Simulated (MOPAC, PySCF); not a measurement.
C₂H₆S, SMILES `S(C)C`, neutral singlet in the gas phase. 

Cartesian coordinates (Å):
SMILES: S(C)C
```xyz
9

C      1.3661    -0.1470     0.0916
S     -0.1051    -1.1792    -0.0499
C     -1.3699     0.1046    -0.0934
H      1.4788     0.5187    -0.7783
H      1.3517     0.4543     1.0141
H      2.2322    -0.8227     0.1288
H     -1.2427     0.7690    -0.9623
H     -2.3413    -0.4022    -0.1806
H     -1.3698     0.7045     0.8300
```
Charge 0, spin multiplicity 1.

All levels are single points at this geometry (PBE0-D3(BJ)/def2-SVP); Pople sets use spherical d functions. Orbital energies aren't observables, and empty levels follow the basis.

| level | HOMO (eV) | LUMO (eV) | gap (eV) | dipole (D) | vertical IE, Delta-SCF (eV) |
|---|---|---|---|---|---|
| B3LYP-D3(BJ)/def2-TZVP in PySCF | -6.03 | 0.69 | 6.72 | 1.51 | 8.62 |
| M06-2X/def2-TZVP in PySCF | -7.45 | 1.82 | 9.27 | 1.55 | 8.74 |
| B3LYP/3-21G in PySCF | -5.95 | 1.77 | 7.72 | 1.78 | – |
| B3LYP/6-31G* in PySCF | -5.89 | 1.30 | 7.19 | 1.68 | 8.60 |
| B3LYP/LANL2DZ in PySCF | -5.92 | 1.53 | 7.45 | 1.88 | – |
| BP86/6-31G* in PySCF | -4.97 | 0.43 | 5.40 | 1.70 | – |
| SVWN5/6-31G* in PySCF | -4.90 | 0.38 | 5.28 | 1.76 | 8.59 |
| HF/STO-3G in PySCF | -6.66 | 12.60 | 19.26 | 0.88 | – |
| PM6 in MOPAC | -8.47 | 0.85 | 9.32 | 1.80 | – |
